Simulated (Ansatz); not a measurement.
Reaction (formal loss of a carbene): `C=C=COC` → `[CH2]` (triplet) + `C=C=CO`

Gas-phase electronic energies from Ansatz, PBE0-D4/def2-TZVP geometries. CCSD(T)/CBS is the MP2 limit (def2-TZVPP, def2-QZVPP) plus CCSD(T) − MP2 in def2-TZVPP, frozen cores. This one scheme is used for every species. Functionals use def2-TZVPP. Triplets are unrestricted, without spin–orbit coupling. Each species was taken in one conformer, which may not be the lowest.

```
             level  ΔE (kJ/mol)  difference from CCSD(T)/CBS
         r2SCAN-D4        376.9                        -20.0
           PBE0-D4        394.5                         -2.4
           ωB97M-V        400.9                          4.0
               PBE        397.9                          1.0
            r2SCAN        375.0                        -21.9
     HF/def2-TZVPP        255.6                       -141.3
     HF/def2-QZVPP        255.8                       -141.1
    MP2/def2-QZVPP        404.0                          7.1
SCS-MP2/def2-QZVPP        408.5                         11.6
      HF/CBS(def2)        255.8                       -141.1
       CCSD(T)/CBS        396.9                            0
```

Largest T1 diagnostic among the species: 0.013.

From PBE to PBE0 (25 % exact exchange), in def2-TZVPP and without D4, ΔE moves by −9.0 kJ/mol. In def2-TZVPP, CCSD(T) changes the Hartree–Fock value by +132.7 kJ/mol (the triples alone add +11.7 kJ/mol) and MP2 by +143.4 kJ/mol. The D4 term adds +10.2 kJ/mol with B3LYP and +5.6 kJ/mol with PBE0; it sums over pairs of atoms, weighted by their polarisabilities, and B3LYP, whose exchange is more repulsive, gets the larger term.

B3LYP here is the variant with VWN-RPA as its local correlation; programs differ in this.
